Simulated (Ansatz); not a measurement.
# H2N: the cost of one run

Computed with Ansatz 0.2.0 (the levels named in each step, unless a step's input says otherwise).

### Step 1. The starting structure

Bond lengths: N1–H2 1.012 Å, N1–H3 1.012 Å. Angles: H2–N1–H3 111.4°.

Structure file:

```xyz
3

N     0.0004    0.0717   -0.0006
H    -0.8385   -0.4941   -0.0012
H     0.8332   -0.5028    0.0091
```

### Step 2. A rough first relaxation, PBE-D4/def2-SVP

This run stands in another session on the same molecule. It ended at:

```xyz
3

N     0.0007    0.1403   -0.0011
H    -0.8051   -0.5285   -0.0007
H     0.7994   -0.5369    0.0092
```

### Step 3. Relaxation, PBE0-D4/def2-TZVPP

This run stands in another session on the same molecule. It ended at:

```xyz
3

N     0.0006    0.1179   -0.0009
H    -0.8049   -0.5173   -0.0008
H     0.7994   -0.5257    0.0091
```

### Step 4. Frequencies, PBE0-D4/def2-TZVPP

Contents of input.yaml:

```yaml
crystal:
  periodic: [false, false, false]
  atoms:
    - { symbol: "N", position_ang: [0.00062399, 0.11791002, -0.0009364] }
    - { symbol: H, position_ang: [-0.80492208, -0.51734123, -0.00078995] }
    - { symbol: H, position_ang: [0.79940809, -0.52573878, 0.00906635] }
magnetization:
  spin_polarized: true
  initial_magnetization: 1
basis:
  gaussian: { orbitals: def2-TZVPP }
hamiltonian:
  xc: pbe0
  dispersion: d4
phonons: {}
```

Started as:

```bash
$ ansatz run input.yaml --threads 1 --pin off --max-ram 2560MiB --backend cpu --events-out ev --progress --plain --runs-dir out
```

Q: Estimate wall time and peak memory on 1 thread of Intel Xeon 6975P-C (Granite Rapids), shared host.

About 1.5 s, with a peak of 0.1 GiB.
